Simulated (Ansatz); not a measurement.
**Worked example: AlH(CH3)(SH) + H2S2 → AlH(SH)2 + CH4S**

Gas-phase species: AlH(CH3)(SH), singlet; H2S2 `SS`, singlet; AlH(SH)2, singlet; CH4S (methanethiol) `CS`, singlet. The partners trade CH3 for SH: Al–CH3 and S–SH bonds give way to Al–SH and S–CH3.

Shapes, held fixed at every level: PBE0-D4/def2-TZVP. Flexible molecules stand in one conformer, not always the lowest. Programs: Ansatz 0.2.0. The zero-point and thermal change to 298 K, harmonic and unscaled (PBE0-D4/def2-TZVP), is +4.3 kJ/mol.

At CCSD(T)/CBS estimate; 1 Eh = 2625.50 kJ/mol:

| species | energy (Eh) |
| --- | --- |
| AlH(CH3)(SH) | -680.896938 |
| H2S2 | -796.745755 |
| AlH(SH)2 | -1039.452999 |
| CH4S | -438.228352 |

Problem. Work out ΔH(298 K) of the reaction at this level.

Solution. 
1. Products less reactants: (-1039.452999) + (-438.228352) − [(-680.896938) + (-796.745755)] = -0.038658 Eh = -101.5 kJ/mol.
2. With the thermal change: -101.5 + (+4.3) = -97.2 kJ/mol.

Other levels give -100.4 (CCSD(T)/def2-TZVPP) to -87.2 kJ/mol (SPW92/def2-TZVPP). No measured value is set beside it here. The CBS estimate extrapolates MP2 from def2-TZVPP and def2-QZVPP and adds CCSD(T) − MP2 in the triple-zeta set, cores frozen.
